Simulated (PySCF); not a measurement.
## Static response to an electric field

C₄H₉N.
Structure used (GFN2-xTB), in Å, numbered top down from 1:
```
atom  x, y, z in Å
C1     1.876    0.588    0.041
N2     0.890   -0.439    0.312
C3    -0.325   -0.257   -0.425
C4    -1.399    0.574    0.211
C5    -1.562   -0.912    0.104
H6     1.464    1.551    0.344
H7     2.159    0.654   -1.022
H8     2.770    0.388    0.628
H9     1.283   -1.356    0.118
H10   -0.223   -0.183   -1.512
H11   -2.001    1.210   -0.419
H12   -1.192    0.980    1.188
H13   -1.461   -1.489    1.010
H14   -2.277   -1.310   -0.599
```

Level: CAM-B3LYP/def2-SVPD (PySCF), static field, nuclei fixed, core orbitals frozen in the response. The polarisability tensor in these axes (au):

```
x   63.39  2.50 -0.63
y    2.50 54.45 -0.44
z   -0.63 -0.44 50.60
```

Q: Diagonalise the tensor; give its mean and Δα, where Δα² is half the sum of the squared differences of the eigenvalues.

A: Principal values 50.55, 53.82 and 64.08 au; mean 56.15 au = 8.32 Å³ = 9.26 × 10⁻⁴⁰ C²·m²/J; Δα = 12.23 au (22 % of the mean).

Q: What is the dipole moment, and where does it point?

A: (0.38, -0.20, -0.89) D, 0.99 D in size, pointing from the negative to the positive side. Measured along this direction, the outermost atoms are H12 at the negative end and H7 at the positive end.

Q: Orientational against electronic polarisability at 250 K (dilute gas, rigid molecules)?

A: In Gaussian units μ²/3kT = 9.47 Å³ against 8.32 Å³, a ratio of 1.14; the Debye molar polarisation (4π/3)N_A(α + μ²/3kT) is 44.9 cm³/mol, leaving out the vibrational part.

Q: Give the principal axes and the span of the nuclei along them.

A: Largest value along (0.97, 0.25, -0.05), where the nuclei span 5.24 Å; middle along (-0.26, 0.96, -0.08), 3.36 Å; least along (0.03, 0.09, 1.00), 2.76 Å. The response follows the extents in order.

Q: Find the Langevin capture rate constant for NH4+ (18.034 u) meeting this molecule (71.073 u), k = 2.342 × 10⁻⁹ cm³/s × √(α in Å³ / reduced mass in u).

A: The reduced mass is 14.38 u, so k = 1.78 × 10⁻⁹ cm³/s. The formula leaves out the permanent dipole, which adds to the capture rate.

Q: Rayleigh depolarisation ratio (linearly polarised light, static tensor)?

A: ρ = 3Δα²/(45ᾱ² + 4Δα²) = 448.6/(141863 + 598.2) = 0.00315.

Q: Estimate the molar refractivity from the static electronic polarisability.

A: Lorentz–Lorenz: R = (4π/3)N_A α = 2.5225 cm³/(mol·Å³) × 8.32 Å³ = 21.0 cm³/mol, in the limit of long wavelengths.

One conformer (not necessarily the lowest) at the GFN2-xTB geometry, without solvent, vibrations or thermal averaging.
